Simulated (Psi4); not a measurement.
# [AlH3]− (SMILES [AlH3-]): UBLYP/aug-cc-pVTZ

What is the energy change on altering one bond length of [AlH3]− at UBLYP/aug-cc-pVTZ? 

The results are computed with Psi4 1.11.

## 1. Starting point

The species is [AlH3]− (4 atoms), meant as a doublet with charge -1. SMILES: `[AlH3-]`. Geometry: a GFN2-xTB relaxation, a rough one for these elements and not checked as a minimum.

Bond lengths: Al1–H2 1.684 Å, Al1–H3 1.685 Å, Al1–H4 1.685 Å. Angles: H2–Al1–H3 101.1°, H2–Al1–H4 101.1°, H3–Al1–H4 101.1°.

## 2. Energy and forces at UBLYP/aug-cc-pVTZ

Input file job.in:

```
memory 1600 mb

molecule geom {
  -1 2
  Al    -0.161060     0.455350    -0.307260
  H      0.471920     0.754070     1.224440
  H     -1.350110    -0.683860     0.050500
  H      1.039250    -0.525560    -0.967690
  symmetry c1
  no_reorient
  no_com
}

set basis aug-cc-pVTZ
set reference uks
set puream true
set e_convergence 1e-09
set d_convergence 1e-08
set scf_type pk
set dft_radial_points 99
set dft_spherical_points 590
set maxiter 200

e_tot, wfn = gradient("blyp", return_wfn=True)
print_variables()
```

On the command line:

```bash
$ psi4 -i job.in -o job.out -n 1
```

job.out:

```text
[...]
  Running in c1 symmetry.
[...]
  Nuclear repulsion =   12.860409124912710
[...]
  Multiplicity = 2
[...]
  Nalpha       = 9
  Nbeta        = 8
[...]
    Number of basis functions: 119
[...]
   @UKS iter   1:  -244.04500090085099   -2.88091e-01   3.34166e-03 ADIIS/DIIS
[...]
   @UKS iter  11:  -244.20242774869294   -7.78755e-12   3.65964e-09 DIIS
[...]
   @S^2 Observed:                7.514661787E-01
[...]
    Orbital Energies [Eh]
    ---------------------
    Alpha Occupied:
       1A    -55.232552     2A     -3.708114     3A     -2.319904
       4A     -2.316801     5A     -2.316799     6A     -0.154690
       7A     -0.041182     8A     -0.041157     9A      0.040770
    Alpha Virtual:
      10A      0.095937    11A      0.097575    12A      0.097577
      13A      0.117249    14A      0.156522    15A      0.156531
      16A      0.166518    17A      0.167572    18A      0.167573
      19A      0.177995    20A      0.177999    21A      0.189237
      22A      0.264926    23A      0.264941    24A      0.268576
      25A      0.300472    26A      0.324958    27A      0.324972
[...]
  @UKS Final Energy:  -244.20242774869294
   => Energetics <=
    Nuclear Repulsion Energy =             12.8604091249127102
    One-Electron Energy =                -367.7589958172839602
    Two-Electron Energy =                 130.5284941425582588
    DFT Exchange-Correlation Energy =     -19.8323351988799850
    Empirical Dispersion Energy =           0.0000000000000000
    VV10 Nonlocal Energy =                  0.0000000000000000
    Total Energy =                       -244.2024277486929407
[...]
 Multipole Moments:
 ------------------------------------------------------------------------------------
     Multipole            Electronic (a.u.)      Nuclear  (a.u.)        Total (a.u.)
 ------------------------------------------------------------------------------------
 L = 1.  Multiply by 2.5417464519 to convert [e a0] to [Debye]
 Dipole X            :          3.8241961           -3.6523115            0.1718846
 Dipole Y            :        -10.8100143           10.3258415           -0.4841729
 Dipole Z            :          7.2954865           -6.9676659            0.3278206
 Magnitude           :                                                    0.6094539
[...]
  -Total Gradient:
     Atom            X                  Y                   Z
    ------   -----------------  -----------------  -----------------
       1       -0.008074425513     0.023028428686    -0.015413115391
       2        0.002638510759    -0.007750806575     0.004984185968
       3        0.002771791611    -0.007643544530     0.005190479263
       4        0.002664405799    -0.007635536202     0.005239694739
[...]
```

Wall time 26 s (1 thread of Intel Xeon 6975P-C (Granite Rapids), shared host); peak memory 0.9 GiB.

## 3. The distorted shape at the same level

Input file alh3.py:

```python
import psi4

psi4.set_memory('1600 MB')
psi4.set_num_threads(1)
psi4.set_output_file('output.dat', False)

mol = psi4.geometry("""
-1 2
Al     0.195685     0.797142    -0.414597
H      0.828665     1.095862     1.117103
H     -1.350110    -0.683860     0.050500
H      1.395995    -0.183768    -1.075027
symmetry c1
no_reorient
no_com
""")

options = {'basis': 'aug-cc-pVTZ', 'reference': 'uks', 'puream': True, 'e_convergence': 1e-09, 'd_convergence': 1e-08, 'scf_type': 'pk', 'dft_radial_points': 99, 'dft_spherical_points': 590, 'maxiter': 200}
psi4.set_options(options)

E = psi4.gradient("BLYP")
print('gradient / Eh bohr^-1')
print(E.np.round(6))
for k, v in sorted(psi4.core.scalar_variables().items()):
    print(f'{k:45s} {v:18.10f}')
```

On the command line:

```bash
$ python alh3.py
```

output.dat:

```text
[...]
  Running in c1 symmetry.
[...]
  Nuclear repulsion =   11.863157817649638
[...]
  Multiplicity = 2
[...]
  Nalpha       = 9
  Nbeta        = 8
[...]
    Number of basis functions: 119
[...]
   @UKS iter   1:  -244.04708710963277   -3.35046e-01   3.04270e-03 ADIIS/DIIS
[...]
   @UKS iter  12:  -244.17998924552313   -2.68869e-11   9.45498e-09 DIIS
[...]
   @S^2 Observed:                7.517965620E-01
[...]
    Orbital Energies [Eh]
    ---------------------
    Alpha Occupied:
       1A    -55.259673     2A     -3.731785     3A     -2.343730
       4A     -2.341493     5A     -2.339946     6A     -0.154281
       7A     -0.053363     8A     -0.025182     9A      0.030153
    Alpha Virtual:
      10A      0.095024    11A      0.097782    12A      0.098183
      13A      0.118503    14A      0.146696    15A      0.154050
      16A      0.159785    17A      0.164600    18A      0.165244
      19A      0.176180    20A      0.177927    21A      0.186435
      22A      0.230005    23A      0.261318    24A      0.263382
      25A      0.293874    26A      0.322378    27A      0.322423
[...]
  @UKS Final Energy:  -244.17998924552313
   => Energetics <=
    Nuclear Repulsion Energy =             11.8631578176496379
    One-Electron Energy =                -365.5134720322305384
    Two-Electron Energy =                 129.2499885219982048
    DFT Exchange-Correlation Energy =     -19.7796635529404625
    Empirical Dispersion Energy =           0.0000000000000000
    VV10 Nonlocal Energy =                  0.0000000000000000
    Total Energy =                       -244.1799892455231316
[...]
 Multipole Moments:
 ------------------------------------------------------------------------------------
     Multipole            Electronic (a.u.)      Nuclear  (a.u.)        Total (a.u.)
 ------------------------------------------------------------------------------------
 L = 1.  Multiply by 2.5417464519 to convert [e a0] to [Debye]
 Dipole X            :         -6.3493358            6.4599437            0.1106079
 Dipole Y            :        -20.5263925           20.0142406           -0.5121519
 Dipole Z            :         10.3385839          -10.0102289            0.3283550
 Magnitude           :                                                    0.6183451
[...]
  -Total Gradient:
     Atom            X                  Y                   Z
    ------   -----------------  -----------------  -----------------
       1        0.008757006895     0.035169041221    -0.018145374522
       2        0.004571080758    -0.005674422249     0.005622022816
       3       -0.018414938665    -0.022811509830     0.008562779952
       4        0.005087515402    -0.006683272142     0.003960847024
[...]
```

On the terminal:

```text
gradient / Eh bohr^-1
[[ 0.008757  0.035169 -0.018145]
 [ 0.004571 -0.005674  0.005622]
 [-0.018415 -0.022812  0.008563]
 [ 0.005088 -0.006683  0.003961]]
CURRENT ENERGY                                   -244.1799892455
CURRENT REFERENCE ENERGY                         -244.1799892455
DD SOLVATION ENERGY                                 0.0000000000
DFT FUNCTIONAL TOTAL ENERGY                      -244.1799892455
DFT TOTAL ENERGY                                 -244.1799892455
DFT VV10 ENERGY                                     0.0000000000
DFT XC ENERGY                                     -19.7796635529
GRID ELECTRONS ALPHA                                8.9999335283
GRID ELECTRONS BETA                                 8.0000004105
GRID ELECTRONS TOTAL                               16.9999339387
NUCLEAR REPULSION ENERGY                           11.8631578176
ONE-ELECTRON ENERGY                              -365.5134720322
PCM POLARIZATION ENERGY                             0.0000000000
PE ENERGY                                           0.0000000000
SCF ITERATION ENERGY                             -244.1799892455
SCF ITERATIONS                                     12.0000000000
SCF TOTAL ENERGY                                 -244.1799892455
TWO-ELECTRON ENERGY                               129.2499885220
XC GRID RADIAL POINTS                              99.0000000000
XC GRID SPHERICAL POINTS                          590.0000000000
XC GRID TOTAL POINTS                           228305.0000000000
```

It took 28 s on 1 thread of Intel Xeon 6975P-C (Granite Rapids), shared host; peak memory 0.89 GiB.

## 4. Results

At UBLYP/aug-cc-pVTZ:

| quantity | value |
| --- | --- |
| first shape: total energy | -244.20243 Eh |
| first shape: HOMO energy (highest over α and β) | 1.11 eV |
| first shape: LUMO energy (lowest over α and β) | 2.16 eV |
| first shape: ⟨S²⟩ | 0.751 |
| first shape: largest force on an atom | 1.484 eV/Å |
| distorted shape: total energy | -244.17999 Eh |
| distorted shape: HOMO energy (highest over α and β) | 0.82 eV |
| distorted shape: LUMO energy (lowest over α and β) | 1.89 eV |
| distorted shape: ⟨S²⟩ | 0.752 |
| distorted shape: largest force on an atom | 2.084 eV/Å |
| energy change with the Al1–H3 bond stretched from 1.685 to 2.191 Å | 0.611 eV |

In words: With the Al1–H3 bond stretched from 1.685 to 2.191 Å the energy rises by 0.61 eV (58.9 kJ/mol). The first shape isn't relaxed at this level, so the change isn't measured from a minimum. The largest force (first shape) is 1.48 eV/Å: the shape isn't a stationary point for this species at this level. The HOMO (first shape) lies at positive energy, 1.11 eV, as semi-local functionals often give for anions; only total energies tell whether the electron is bound. The HOMO (distorted shape) lies at positive energy, 0.82 eV, as semi-local functionals often give for anions; only total energies tell whether the electron is bound.
